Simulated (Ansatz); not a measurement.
Abridged output of a molecular run in Ansatz:

```
Functional definition: HF
1328 factors; integrals over basis functions are off by at most 9.2e-4 eV
mean field evaluation 1: about -12231.7011 eV, gradient 4.2e1 eV
mean field evaluation 2: about -12232.0080 eV, gradient 4.2e1 eV
mean field evaluation 4: about -12235.1178 eV, gradient 4.0e0 eV
mean field evaluation 8: about -12235.1650 eV, gradient 1.8e-1 eV
mean field -12235.16517242 eV, -449.6340267934 hartree, gradient 2.0e-6 eV, S^2 0.000000; 0 other end points of the search recorded, 0 dependent functions left out
6 core orbitals not correlated: weight in the atoms' cores, before any rotation towards them, 1.000 or more for the frozen orbitals, at most 0.000 for the correlated occupied ones
reference -12235.16517242 eV, -449.6340267934 hartree; 18, 18 occupied and 176, 176 virtual orbitals, 1328 factors
second order -34.83420923 eV of doubles, -0.00000000 eV of singles
cycle   1  -34.19541478 eV  change    6.4e-1 eV  update   1.2e-1
cycle   2  -34.90287641 eV  change   -7.1e-1 eV  update   3.7e-2
cycle   3  -35.07942431 eV  change   -1.8e-1 eV  update   1.7e-2
cycle   4  -35.05743310 eV  change    2.2e-2 eV  update   4.0e-3
cycle   5  -35.05375837 eV  change    3.7e-3 eV  update   1.6e-3
cycle   6  -35.05541654 eV  change   -1.7e-3 eV  update   4.4e-4
cycle   7  -35.05519391 eV  change    2.2e-4 eV  update   1.6e-4
cycle   8  -35.05502232 eV  change    1.7e-4 eV  update   4.7e-5
cycle   9  -35.05502688 eV  change   -4.6e-6 eV  update   2.3e-5
perturbative correction -1.25264258 eV, -0.0460337658 hartree
Total energy: -12271.47284187 eV, -450.9683090357 hartree
```

Its atoms:

Z-matrix (Å, degrees):
```
C
F 1 1.316
C 1 1.323 2 121.2
O 1 1.337 2 111.8 3 180.0
F 3 1.328 1 121.6 2 180.0
F 3 1.313 1 125.5 2 -0.0
H 4 0.963 1 109.5 2 179.9
```

(1) Which basis set was used?
A. def2-TZVPP
B. def2-QZVPP
C. def2-SVPD
D. cc-pV(Q+d)Z

(2) Write the keys of the input that set method, charge and spin (a neutral closed shell needs none for the last two).

## Answers

(1) A. It gives 200 functions.

(2) 
```yaml
correlation: {method: ccsd_t}
```
